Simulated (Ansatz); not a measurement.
# C₃H₄OS: small, medium and large basis sets

How large a basis does C₃H₄OS need? Two functionals are run in growing sets.

Method: one geometry, several basis sets; program: Ansatz 0.2.0, Gaussian basis.

Plan: PBE0-D4/def2-SVP; ωB97M-V/def2-SVP; PBE0-D4/def2-QZVPP; ωB97M-V/def2-QZVPP; the functionals' def2-TZVPP values are taken from earlier runs.

### 1 The relaxed structure

The geometry comes from an earlier relaxation with PBE0-D4 in a triple-zeta def2 set; it is a stationary point, not always the lowest conformer.

SMILES `C=CC(O)=S`, 9 atoms, charge 0, spin multiplicity 1.

Atoms are counted from 1 here; the program's logs count them from 0.

Bond lengths: C1–C2 1.328 Å, C1–H6 1.085 Å, C1–H7 1.083 Å, C2–C3 1.463 Å, C2–H8 1.086 Å, C3–O4 1.334 Å, C3–S5 1.633 Å, O4–H9 0.969 Å. Angles: C2–C1–H6 120.5°, C2–C1–H7 121.0°, H6–C1–H7 118.5°, C1–C2–C3 123.6°, C1–C2–H8 121.2°, C3–C2–H8 115.2°, C2–C3–O4 110.5°, C2–C3–S5 127.1°, O4–C3–S5 122.4°, C3–O4–H9 106.9°.

### 2 PBE0-D4 in def2-SVP

Contents of in.yaml:

```yaml
crystal:
  periodic: [false, false, false]
  atoms:
    - {symbol: C, position_ang: [1.292293, -0.144557, -0.947127]}
    - {symbol: C, position_ang: [0.373893, -0.541035, -0.073161]}
    - {symbol: C, position_ang: [-0.698579, 0.322262, 0.420287]}
    - {symbol: O, position_ang: [-1.469664, -0.338499, 1.285899]}
    - {symbol: S, position_ang: [-0.975403, 1.879925, 0.015542]}
    - {symbol: H, position_ang: [1.278657, 0.866948, -1.338499]}
    - {symbol: H, position_ang: [2.069369, -0.818916, -1.285070]}
    - {symbol: H, position_ang: [0.375682, -1.550168, 0.326803]}
    - {symbol: H, position_ang: [-2.157750, 0.277840, 1.578026]}
basis:
  gaussian: {orbitals: def2-SVP}
hamiltonian: {xc: pbe0, dispersion: d4}
output: {orbitals: {seedname: orbitals}}
```

Started as:

```sh
ansatz run in.yaml --threads 2 --pin off --events-out ev --progress --plain --max-ram 4352MiB
```

The runs that follow: ωB97M-V in def2-SVP; PBE0-D4 in def2-QZVPP; ωB97M-V in def2-QZVPP.

Q: Predict the results of all the runs planned. Wanted: PBE0-D4: double and triple zeta above quadruple; ωB97M-V: double and triple zeta above quadruple.

As calculated:

| quantity | value |
| --- | --- |
| PBE0-D4: double and triple zeta above quadruple | 10.27, 0.61 eV |
| ωB97M-V: double and triple zeta above quadruple | 10.44, 0.58 eV |

**Reading.** PBE0-D4 gains 9.67 eV from double to triple zeta, then 0.61 eV more. Total energies overstate the basis error of differences, where much of it tends to cancel.
